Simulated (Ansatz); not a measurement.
Results of r²SCAN+rVV10 (Ansatz, a quantum-chemistry and plane-wave program, plane waves, PAW) for Bi₂S₃ (Pnma, No. 62).

Run with plane-wave cutoff 560 eV, 4×8×4 k mesh (along the axes of the cell as run), Fermi–Dirac smearing 0.01 eV, scalar-relativistic PAW data made under PBE.

Cell (relaxed at this level):

```
Bi2S3
1.0
   11.35265     0.00000     0.00000
    0.00000     3.98596     0.00000
    0.00000     0.00000    11.08204
Bi S
8 12
Direct
  0.48682   0.25000   0.32562
  0.01318   0.75000   0.82562
  0.98682   0.25000   0.17438
  0.51318   0.75000   0.67438
  0.33915   0.75000   0.03267
  0.16085   0.25000   0.53267
  0.83915   0.75000   0.46733
  0.66085   0.25000   0.96733
  0.28591   0.25000   0.19328
  0.21409   0.75000   0.69328
  0.78591   0.25000   0.30672
  0.71409   0.75000   0.80672
  0.54917   0.75000   0.12853
  0.95083   0.25000   0.62853
  0.04917   0.75000   0.37147
  0.45083   0.25000   0.87147
  0.37842   0.75000   0.44266
  0.12158   0.25000   0.94266
  0.87842   0.75000   0.05734
  0.62158   0.25000   0.55734
```

Predict the band gap, smallest direct gap on the k points sampled and Γ–Γ gap.


- band gap: 1.61 eV
- smallest direct gap on the k points sampled: 1.66 eV
- Γ–Γ gap: 1.72 eV

Measured, for comparison: band gap 1.3 eV (temperature not stated, not corrected to a static lattice; as tabulated in Wikipedia's data pages).

Spin–orbit coupling is not included; with these elements it can move the gap by several tenths of an eV or more.
